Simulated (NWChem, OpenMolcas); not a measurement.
How basis sets differ on SiH3Cl (chlorosilane)

SiH3Cl has 5 atoms, charge 0, and is taken as a singlet. SMILES: `[SiH3]Cl`. The coordinates come from a PBE0-D4/def2-TZVP relaxation.

Each level gives the dipole moment (D). The values are calculated.

**What was measured.** NIST CCCBDB gives the dipole moment of the gas as 1.31 D.

| level | kind | program | value (D) | computed − measured |
| --- | --- | --- | --- | --- |
| PBE0/STO-3G | global hybrid | OpenMolcas | 2.60 | +1.29 |
| PBE0/3-21G | global hybrid | OpenMolcas | 2.41 | +1.10 |
| PBE0/def2-SVP | global hybrid | NWChem | 1.37 | +0.06 |
| PBE0/aug-cc-pVDZ | global hybrid | NWChem | 1.39 | +0.08 |

Nearest: PBE0/def2-SVP (+0.06 D); farthest: PBE0/STO-3G (+1.29 D). The measured dipole is a vibrational average, so differences of a few hundredths of a debye mean little. Sets without polarisation functions give poor dipoles.
